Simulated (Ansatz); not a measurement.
Consider the isomerisation: `N/C(O)=C\F` → `C/N=C(/O)F`.

Gas-phase electronic energies from Ansatz, PBE0-D4/def2-TZVP geometries. CBS: MP2 limit from def2 TZ/QZ plus the TZ coupled-cluster correction, frozen cores. Double bonds are as drawn, so ΔE can hold a change between cis and trans. DFT in def2-TZVPP. B3LYP here is the variant with VWN-RPA as its local correlation; programs differ in this. One conformer a species, not always the lowest.

```csv
species,B3LYP-D4 energy (Eh)
`N/C(O)=C\F`,-308.55131
`C/N=C(/O)F`,-308.57269
```

Work out ΔE.

ΔE = (-308.57269) − (-308.55131) = -0.02138 Eh = -0.58 eV. CCSD(T)/CBS gives -0.56 eV.

What do rigid-rotor, harmonic-oscillator terms from PBE0-D4/def2-TZVP frequencies (298.15 K, 1 bar) make of the CCSD(T)/CBS value? (An estimate is asked.)

The calculation gave: ΔZPE = 0.00 eV, ΔH = -0.56 eV, ΔS = 4 J/(mol·K), ΔG = -0.57 eV.

Largest T1 diagnostic among the species: 0.012.

Leaving LDA and LC-ωPBE aside and taking each functional with its dispersion term where it has one, the values, not all of them listed here, spread over 0.08 eV, from PBE-QIDH to BLYP-D4. LDA lies +0.05 eV from PBE without D4. At CCSD(T), def2-SVP lies −0.23 eV from the extrapolated value and def2-TZVPP −0.07 eV. In def2-TZVPP, CCSD(T) changes the Hartree–Fock value by +0.09 eV (the triples alone add −0.00 eV) and MP2 by +0.04 eV.
